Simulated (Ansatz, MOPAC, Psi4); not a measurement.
Molecule: CH₃O, net charge 0, doublet state. SMILES: [CH2]O
Geometry from a B3LYP-D3(BJ)/def2-TZVP (Ansatz, a first-principles code) optimisation:
```
C
O 1 1.3645
H 2 0.9632 1 109.87
H 1 1.0785 2 113.74 3 175.53
H 1 1.0823 4 121.49 2 153.15
```
Charge 0, spin multiplicity 2.

Quantity: vertical ionisation energy to the singlet, in eV. Terms: UHF or UKS for open shells; no spin-orbit coupling; frozen cores in correlated levels; each state is the SCF solution reached for its charge and spin; 6-311+G** with 5d; dispersion terms only where a functional's name holds one; non-relativistic; 6-31G* and kin with 6d, 5d where marked. Ab initio and DFT rows: single points at B3LYP-D3(BJ) geometries (Ansatz). Semi-empirical rows: differences of heats of formation at the shared geometry for vertical values.

```json
[
 {"level": "AM1", "program": "MOPAC", "vertical ionisation energy to the singlet (eV)": "8.63"},
 {"level": "PM3", "program": "MOPAC", "vertical ionisation energy to the singlet (eV)": "8.80"},
 {"level": "PM6", "program": "MOPAC", "vertical ionisation energy to the singlet (eV)": "8.72"},
 {"level": "MNDO", "program": "MOPAC", "vertical ionisation energy to the singlet (eV)": "8.65"},
 {"level": "HF/6-31G*", "program": "Ansatz", "vertical ionisation energy to the singlet (eV)": "7.63"},
 {"level": "HF/6-311+G**", "program": "Ansatz", "vertical ionisation energy to the singlet (eV)": "7.80"},
 {"level": "PBE/6-311+G**", "program": "Ansatz", "vertical ionisation energy to the singlet (eV)": "8.06"},
 {"level": "B3LYP/STO-3G", "program": "Ansatz", "vertical ionisation energy to the singlet (eV)": "6.21"},
 {"level": "B3LYP/6-31G*", "program": "Ansatz", "vertical ionisation energy to the singlet (eV)": "7.90"},
 {"level": "B3LYP/6-311+G**", "program": "Ansatz", "vertical ionisation energy to the singlet (eV)": "8.22"},
 {"level": "wB97X-D/6-31G*", "program": "Psi4", "vertical ionisation energy to the singlet (eV)": "7.88"},
 {"level": "MP2/6-31G*", "program": "Ansatz", "vertical ionisation energy to the singlet (eV)": "7.40"},
 {"level": "MP2/6-311+G**", "program": "Ansatz", "vertical ionisation energy to the singlet (eV)": "7.80"},
 {"level": "PBE/def2-TZVPD", "program": "Ansatz", "vertical ionisation energy to the singlet (eV)": "8.05"},
 {"level": "PBE0/def2-TZVPD", "program": "Ansatz", "vertical ionisation energy to the singlet (eV)": "8.20"},
 {"level": "wB97M-V/def2-TZVPD", "program": "Ansatz", "vertical ionisation energy to the singlet (eV)": "8.01"}
]
```

No value to compare with is used here. The 13 habitual levels span 6.21 (B3LYP/STO-3G) to 8.80 eV (PM3); PBE/def2-TZVPD gives 8.05.

The levels are drawn from those run, B3LYP/6-31G* more often than the rest, none by its result; runs whose electronic state is in doubt are left out.
